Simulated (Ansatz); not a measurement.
Basis sets compared for Si(vinyl)H3 (C₂H₆Si). Total charge 0; singlet. Geometry PBE-D4/def2-TZVP. Ansatz on 4 threads of Arm Neoverse V1 on a shared host; times are rough, and most runs start from earlier orbitals.

```xyz
9

Si   -0.611    1.002   -0.547
C     0.553   -0.043    0.474
C     0.529   -1.382    0.485
H     1.296    0.466    1.101
H    -0.187   -1.950   -0.117
H     1.220   -1.973    1.093
H    -1.517    0.105   -1.330
H     0.151    1.882   -1.489
H    -1.435    1.893    0.330
```

Binding counts from free atoms (Si triplet, C triplet, H doublet) in the same basis, without a counterpoise term.

```csv
level,functions,energy (Eh),HOMO (eV),LUMO (eV),binding per atom (eV),wall time
PBE-D4/def2-SVP,76,-368.8621,-6.77,-1.36,3.76,0.5 s
PBE0-D4/def2-SVP,76,-368.9073,-7.93,-0.35,3.73,0.5 s
```

Q: Estimate the rows for PBE-D4/def2-TZVP, PBE0-D4/def2-TZVP.

A: 
| level | functions | energy (Eh) | HOMO (eV) | LUMO (eV) | binding per atom (eV) | wall time |
| --- | --- | --- | --- | --- | --- | --- |
| PBE-D4/def2-TZVP | 135 | -369.0524 | -6.86 | -1.55 | 3.75 | 0.8 s |
| PBE0-D4/def2-TZVP | 135 | -369.0944 | -7.97 | -0.53 | 3.71 | 1.1 s |
